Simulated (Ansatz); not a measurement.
Geometry optimisation, Ansatz, RKS revPBE-D4/def2-SVP.

Input file:

```yaml
crystal:
  periodic: [false, false, false]
  atoms:
    - { symbol: B, position_ang: [0.0, 0.0, 0.0] }
    - { symbol: F, position_ang: [0.0, 0.0, 1.32] }
    - { symbol: H, position_ang: [1.0305, 0.0, -0.595] }
    - { symbol: Cl, position_ang: [-1.6108, 0.0, -0.93] }
basis:
  gaussian: { orbitals: def2-SVP }
hamiltonian:
  xc: revpbe
  dispersion: d4
relax:
  f_tol: 0.02
  max_steps: 40
output:
  orbitals: {}
```

Launched with:

```bash
$ ansatz run input.yaml --threads 1 --pin off --max-ram 2048MiB --backend cpu --events-out ev --progress --plain --runs-dir out
```

Question: Where does it end, and by what steps?

Answer: It converged. After 4 steps the energy has fallen by 0.102 eV; Cl4 moved furthest, 0.07 Å.

```tsv
step	energy less start (eV)	largest force component (eV/Å)	accepted
0	0.0000	1.616	yes
1	-0.0761	0.937	yes
2	-0.1008	0.154	yes
3	-0.1018	0.076	yes
4	-0.1020	0.019	yes
```

```xyz
4
Properties=species:S:1:pos:R:3
B -0.022 0.000 -0.017
F -0.035 0.000 1.311
H 1.031 0.000 -0.617
Cl -1.555 0.000 -0.883
```

Whether the end is a true minimum wasn't checked by a vibrational analysis.

The run took 7.4 s on 1 thread of Intel(R) Xeon(R) Platinum 8259CL CPU @ 2.50GHz (Skylake/Cascade Lake), with other jobs on the host, peak memory 0.14 GiB.
